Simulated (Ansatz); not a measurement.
Program: Ansatz 0.2.0.

Basis-set series for H₂S₂Si (`[SiH2]1SS1`). Total charge 0; spin multiplicity 1. All single points use the PBE0-D4/def2-TZVP geometry.

```csv
functional,basis,functions,energy (Eh),HOMO (eV),LUMO (eV)
PBE0-D4,def2-TZVPP,154,-1086.74607,-6.45,-1.69
PBE0-D4,def2-QZVPP,270,-1086.78017,-6.48,-1.77
ωB97M-V,def2-TZVPP,154,-1087.07545,-8.57,0.41
ωB97M-V,def2-QZVPP,270,-1087.10754,-8.61,0.19
```

Q: Give the rows for def2-SVP. (Best estimate.)

A: The calculation gave: 
```tsv
functional	basis	functions	energy (Eh)	HOMO (eV)	LUMO (eV)
PBE0-D4	def2-SVP	64	-1086.35771	-6.37	-1.50
ωB97M-V	def2-SVP	64	-1086.68972	-8.47	0.79
```

Positive LUMOs are unbound and depend on the basis.
